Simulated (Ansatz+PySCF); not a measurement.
The numbers below are computed, except where a source is named.
Input for Ansatz (development build ahead of 0.2.0):

```yaml
crystal:
  periodic: [false, false, false]
  atoms:
    - { symbol: "N", position_ang: [0.0, 0.0, -0.57881] }
    - { symbol: O, position_ang: [0.0, 0.0, 0.50646] }
basis:
  gaussian: { orbitals: STO-3G }
magnetization:
  initial_magnetization: 1
hamiltonian:
  xc: hf
correlation:
  method: mp2
  frozen_orbitals: { "N": 1, O: 1 }
scf:
  omitted_lower_state_checks: [atomic_configurations, cluster_reference, orbital_swaps, given_window_search, neighbouring_geometries, increment]
```

The input is written out in the form of the current development build from the run's settings. Correlation on restricted open-shell orbitals is semicanonical, with singles.

Results

```yaml
Converged: yes
Reference_energy: -127.49825 hartree
Correlation_energy: -0.10439 hartree
Total_energy: -127.60264 hartree
Spin_squared_of_the_determinant: 0.750
Occupied_orbitals_by_symmetry_in_an_Abelian_subgroup_alpha;_beta: 5 A1 2 B1 1 B2; 5 A1 1 B1 1 B2
```
